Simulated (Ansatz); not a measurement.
**CH3NSi (SMILES N=C=[SiH2]): one structure at several levels**

One table from this session's results is given with a row withheld; the runs are named, their logs left out.

The runs use Ansatz 0.2.0, Gaussian basis; single points in def2-TZVPP.

Cores are frozen in the correlated methods.

## Starting geometry

SMILES `N=C=[SiH2]`, 6 atoms, charge 0, spin multiplicity 1.

Atoms are counted from 1 here; the program's logs count them from 0.

Bond lengths: N1–C2 1.260 Å, N1–H4 1.052 Å, C2–Si3 1.750 Å, Si3–H5 1.447 Å, Si3–H6 1.538 Å. Angles: C2–N1–H4 122.2°, N1–C2–Si3 147.4°, C2–Si3–H5 113.0°, C2–Si3–H6 119.4°, H5–Si3–H6 115.4°.

As a file:

```xyz
6

N     1.2280    0.8827   -0.9494
C     0.2315    0.4344   -0.3211
Si   -0.4506   -0.8726    0.6225
H     1.2059    1.8076   -1.4510
H    -1.5048   -1.5802   -0.0718
H    -0.6706   -0.6786    2.1327
```

Set-up of the first run:

File run/in.yaml:

```yaml
crystal:
  periodic: [false, false, false]
  atoms:
    - {symbol: N, position_ang: [1.227964, 0.882680, -0.949439]}
    - {symbol: C, position_ang: [0.231465, 0.434380, -0.321136]}
    - {symbol: Si, position_ang: [-0.450646, -0.872605, 0.622478]}
    - {symbol: H, position_ang: [1.205884, 1.807595, -1.451013]}
    - {symbol: H, position_ang: [-1.504770, -1.580210, -0.071770]}
    - {symbol: H, position_ang: [-0.670601, -0.678561, 2.132697]}
basis:
  gaussian: {orbitals: def2-TZVPP}
hamiltonian: {xc: pbe, dispersion: d4}
output: {forces: true}
```

Started as:

```sh
$ ansatz run in.yaml --threads 2 --pin off --events-out ev --progress --plain --max-ram 3481MiB
```

Steps of the session up to this table: PBE-D4/def2-TZVPP; r2SCAN-D4/def2-TZVPP; PBE0-D4/def2-TZVPP; wB97M-V/def2-TZVPP; CCSD(T)/def2-TZVPP.

One table of the session follows, with a row left open; its other results are not shown here.

```
   method  RMS force component (eV/Å)  angle to CCSD(T) forces (°)  dipole (D)
   PBE-D4                       0.901                         14.8        1.00
r2SCAN-D4                           ?                            ?           ?
  PBE0-D4                       1.141                         19.0        0.96
  wB97M-V                       1.115                         17.7        0.89
  CCSD(T)                       0.865                    reference        0.99
```

**Question.** Estimate the row for r2SCAN-D4.

The run gave: RMS force component (eV/Å): 1.056; angle to CCSD(T) forces (°): 16.3; dipole (D): 1.03. In the column «RMS force component (eV/Å)» it lies between PBE-D4 (0.901) and wB97M-V (1.115).
